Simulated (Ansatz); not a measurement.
Relaxation of BFH2N (5 atoms, charge 0, multiplicity 2), to a largest force component of 0.02 eV/Å in at most 50 steps.

The calculation used UKS PBE0-D4/def2-SVP (Ansatz).

```xyz
5
Properties=species:S:1:pos:R:3
N -0.828 0.085 -0.421
B 0.429 -0.013 -0.011
F 1.536 0.048 -0.737
H -1.732 0.057 0.002
H 0.594 -0.176 1.167
```

Task: Where does it end, and by what steps?

Result: The run converged. After 18 steps the energy has fallen by 0.170 eV; N1 moved furthest, 0.36 Å.

```json
{"step": "0", "energy less start (eV)": "0.0000", "largest force component (eV/Å)": "2.240", "accepted": "yes"}
{"step": "1", "energy less start (eV)": "-0.0766", "largest force component (eV/Å)": "0.935", "accepted": "yes"}
{"step": "2", "energy less start (eV)": "-0.1016", "largest force component (eV/Å)": "0.327", "accepted": "yes"}
{"step": "3", "energy less start (eV)": "-0.1179", "largest force component (eV/Å)": "0.188", "accepted": "yes"}
{"step": "4", "energy less start (eV)": "-0.1271", "largest force component (eV/Å)": "0.286", "accepted": "yes"}
{"step": "5", "energy less start (eV)": "-0.1249", "largest force component (eV/Å)": "0.243", "accepted": "no"}
{"step": "6", "energy less start (eV)": "-0.1290", "largest force component (eV/Å)": "0.038", "accepted": "yes"}
{"step": "7", "energy less start (eV)": "-0.1298", "largest force component (eV/Å)": "0.151", "accepted": "yes"}
{"step": "8", "energy less start (eV)": "-0.1327", "largest force component (eV/Å)": "0.169", "accepted": "yes"}
{"step": "9", "energy less start (eV)": "-0.0061", "largest force component (eV/Å)": "2.768", "accepted": "no"}
{"step": "10", "energy less start (eV)": "-0.1472", "largest force component (eV/Å)": "0.605", "accepted": "yes"}
{"step": "11", "energy less start (eV)": "-0.1444", "largest force component (eV/Å)": "1.338", "accepted": "no"}
{"step": "12", "energy less start (eV)": "-0.1559", "largest force component (eV/Å)": "0.481", "accepted": "yes"}
{"step": "13", "energy less start (eV)": "-0.1647", "largest force component (eV/Å)": "0.381", "accepted": "yes"}
{"step": "14", "energy less start (eV)": "-0.1580", "largest force component (eV/Å)": "0.506", "accepted": "no"}
{"step": "15", "energy less start (eV)": "-0.1690", "largest force component (eV/Å)": "0.183", "accepted": "yes"}
{"step": "16", "energy less start (eV)": "-0.1698", "largest force component (eV/Å)": "0.050", "accepted": "yes"}
{"step": "17", "energy less start (eV)": "-0.1702", "largest force component (eV/Å)": "0.028", "accepted": "yes"}
{"step": "18", "energy less start (eV)": "-0.1703", "largest force component (eV/Å)": "0.008", "accepted": "yes"}
```

```xyz
5
Properties=species:S:1:pos:R:3
N -0.856 0.393 -0.244
B 0.446 -0.001 0.074
F 1.417 -0.042 -0.831
H -1.720 -0.141 -0.241
H 0.713 -0.209 1.243
```

Whether the end is a true minimum wasn't checked by a vibrational analysis.

Time of the run: 37 s on 1 thread of Arm Neoverse V1, with other jobs on the host, peak memory 0.13 GiB.
